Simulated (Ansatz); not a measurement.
# doublet CH2ClF− at 3 levels

Aim: a comparison of 3 runs (UHF/STO-3G, UB3LYP/6-31G*, USVWN5/aug-cc-pVDZ) of doublet CH2ClF−. 

The calculation is run with Ansatz 0.2.0.

68 further runs of the same task are left out: 68 set aside as unsound or not needed.

## (1) The structure to begin with

CH2ClF−: 5 atoms, total charge -1, spin state doublet. SMILES of the parent species: `FCCl`. The shape is that of a PBE0-D4/def2-TZVP optimisation. That shape belongs to the parent species and isn't relaxed for this state.

Bond lengths: F1–C2 1.355 Å, C2–Cl3 1.766 Å, C2–H4 1.089 Å, C2–H5 1.089 Å. Angles: F1–C2–Cl3 110.5°, F1–C2–H4 109.3°, F1–C2–H5 109.3°, Cl3–C2–H4 107.8°, Cl3–C2–H5 107.8°, H4–C2–H5 112.3°.

## (2) The energy at UHF/STO-3G (run 1)

File input.yaml:

```yaml
crystal:
  periodic: [false, false, false]
  atoms:
    - {symbol: F, position_ang: [-0.970450, 0.560520, 0.766500]}
    - {symbol: C, position_ang: [0.083560, 0.089320, 0.058070]}
    - {symbol: Cl, position_ang: [-0.422970, -1.232890, -0.998060]}
    - {symbol: H, position_ang: [0.832130, -0.302600, 0.745580]}
    - {symbol: H, position_ang: [0.477720, 0.885670, -0.572080]}
basis:
  gaussian: {orbitals: STO-3G}
total_charge: -1
magnetization: {spin_polarized: true, initial_magnetization: 1}
hamiltonian: {xc: hf}
accuracy: high
output: {orbitals: {seedname: orbitals}}
```

Command:

```
$ ansatz run input.yaml --threads 1 --pin off --max-ram 3480MiB --events-out events.jsonl --progress --plain --runs-dir runs
```

The log of the run:

```text
Warning: RAYON_NUM_THREADS=1 ignored (pool sized by the plan → 1); use --threads N
Functional definition: HF
  name "HF"
  exchange = exact_x
  correlation = 0
375 factors; integrals over basis functions are off by at most 3.5e-8 eV
mean field evaluation 1: about -16076.2160 eV, gradient 1.1e1 eV
mean field evaluation 2: about -16076.4348 eV, gradient 1.1e1 eV
mean field evaluation 4: about -16077.5902 eV, gradient 1.4e0 eV
mean field evaluation 8: about -16077.6393 eV, gradient 6.2e-5 eV
mean field evaluation 16: about -16077.6372 eV, gradient 8.4e-9 eV
mean field -16077.63717495 eV, -590.8422683656 hartree, gradient 8.4e-9 eV, S^2 0.757083; 0 other end points of the search recorded, 0 dependent functions left out
reference -16077.63717495 eV, -590.8422683656 hartree; 18, 17 occupied and 3, 4 virtual orbitals, 375 factors
Total energy: -16077.63717495 eV, -590.8422683656 hartree
```

It took 0.12 s on 1 thread of Arm Neoverse V2, shared host.

## (3) The energy at UB3LYP/6-31G(d) (spherical functions) (run 2)

input.yaml: that of step 2 with these lines changed.

```diff
@@ -9,6 +9,6 @@
 basis:
-  gaussian: {orbitals: STO-3G}
+  gaussian: {orbitals: 6-31G_st_-spherical.json}
 total_charge: -1
 magnetization: {spin_polarized: true, initial_magnetization: 1}
-hamiltonian: {xc: hf}
+hamiltonian: {xc: {name: B3LYP}}
 accuracy: high
```

The basis set 6-31G* is read from a file made from the Basis Set Exchange's data (not shown).

Command:

```
$ ansatz run input.yaml --threads 1 --pin off --max-ram 3480MiB --events-out events.jsonl --progress --plain --runs-dir runs
```

The log of the run:

```text
Warning: RAYON_NUM_THREADS=1 ignored (pool sized by the plan → 1); use --threads N
Functional definition: B3LYP
  name "B3LYP"
  parameter a0 = 0.2
  parameter ax = 0.72
  parameter ac = 0.81
  exchange = (1 - a0 - ax)*slater_x + ax*b88_x + a0*exact_x
  correlation = (1 - ac)*vwn_rpa_c + ac*lyp_c
1085 factors; integrals over basis functions are off by at most 3.9e-9 eV
mean field evaluation 1: about -16303.4512 eV, gradient 2.0e1 eV
mean field evaluation 2: about -16303.0561 eV, gradient 2.5e1 eV
mean field evaluation 4: about -16304.9161 eV, gradient 7.4e-1 eV
mean field evaluation 8: about -16305.0933 eV, gradient 1.3e-1 eV
mean field evaluation 16: about -16305.0936 eV, gradient 5.3e-4 eV
mean field -16305.09359600 eV, -599.2011376638 hartree, gradient 4.8e-8 eV, S^2 0.751590; 0 other end points of the search recorded, 0 dependent functions left out
reference -16305.09362250 eV, -599.2011386375 hartree; 18, 17 occupied and 32, 33 virtual orbitals, 1085 factors
Total energy: -16305.09362250 eV, -599.2011386375 hartree
```

It took 5.4 s on 1 thread of Arm Neoverse V2, shared host; peak memory 0.18 GiB.

## (4) The energy at USVWN5/aug-cc-pVDZ (run 3)

File molecule.yaml:

```yaml
basis:
  gaussian:
    orbitals: aug-cc-pVDZ
crystal:
  periodic: [false, false, false]
  atoms:
    - {symbol: F, position_ang: [-0.970450, 0.560520, 0.766500]}
    - {symbol: C, position_ang: [0.083560, 0.089320, 0.058070]}
    - {symbol: Cl, position_ang: [-0.422970, -1.232890, -0.998060]}
    - {symbol: H, position_ang: [0.832130, -0.302600, 0.745580]}
    - {symbol: H, position_ang: [0.477720, 0.885670, -0.572080]}
total_charge: -1
magnetization:
  spin_polarized: true
  initial_magnetization: 1
hamiltonian:
  xc: {name: SVWN5}
accuracy: high
output: {orbitals: {seedname: orbitals}}
```

Command:

```
$ ansatz run molecule.yaml --threads 1 --pin off --max-ram 3480MiB --events-out events.jsonl --progress --plain --runs-dir runs
```

The log of the run:

```text
Warning: RAYON_NUM_THREADS=1 ignored (pool sized by the plan → 1); use --threads N
Functional definition: SVWN5
  name "SVWN5"
  exchange = slater_x
  correlation = vwn5_c
1830 factors; integrals over basis functions are off by at most 4.1e-9 eV
mean field evaluation 1: about -16236.9586 eV, gradient 3.5e1 eV
mean field evaluation 2: about -16229.3130 eV, gradient 5.9e1 eV
mean field evaluation 4: about -16241.3675 eV, gradient 3.1e0 eV
mean field evaluation 8: about -16241.4121 eV, gradient 8.0e-2 eV
mean field evaluation 16: about -16241.4121 eV, gradient 3.0e-5 eV
mean field evaluation 32: about -16241.4121 eV, gradient 9.6e-4 eV
mean field -16241.41213416 eV, -596.8608871059 hartree, gradient 3.5e-8 eV, S^2 0.750106; 3 other end points of the search recorded, 0 dependent functions left out
reference -16241.41213639 eV, -596.8608871880 hartree; 18, 17 occupied and 73, 74 virtual orbitals, 1830 factors
Total energy: -16241.41213639 eV, -596.8608871880 hartree
```

It took 9.6 s on 1 thread of Arm Neoverse V2, shared host; peak memory 0.27 GiB.

## (5) The series

| run | level | energy (Eh) | HOMO energy (eV) | LUMO energy (eV) | ⟨S²⟩ | wall time |
| --- | --- | --- | --- | --- | --- | --- |
| 1 | UHF/STO-3G | -590.842268 | 8.00 | 23.39 | 0.757 | 0.12 s |
| 2 | UB3LYP/6-31G* (spherical functions) | -599.201139 | 6.02 | 8.55 | 0.752 | 5.4 s |
| 3 | USVWN5/aug-cc-pVDZ | -596.860887 | 1.86 | 2.27 | 0.750 | 9.6 s |

## (6) Summary of results

| quantity | value |
| --- | --- |
| run 3: total energy | -596.86089 Eh |
| run 3: HOMO energy (highest over α and β) | 1.86 eV |
| run 3: LUMO energy (lowest over α and β) | 2.27 eV |
| run 3: ⟨S²⟩ | 0.750 |

What this shows: Totals of different functionals can't be ranked against each other. In runs 1, 2, 3 the HOMO lies above zero, so the outermost electron may be held by the basis alone. In run 1 the basis is minimal, so the values are rough. All runs together took 15 s, the longest 9.6 s.
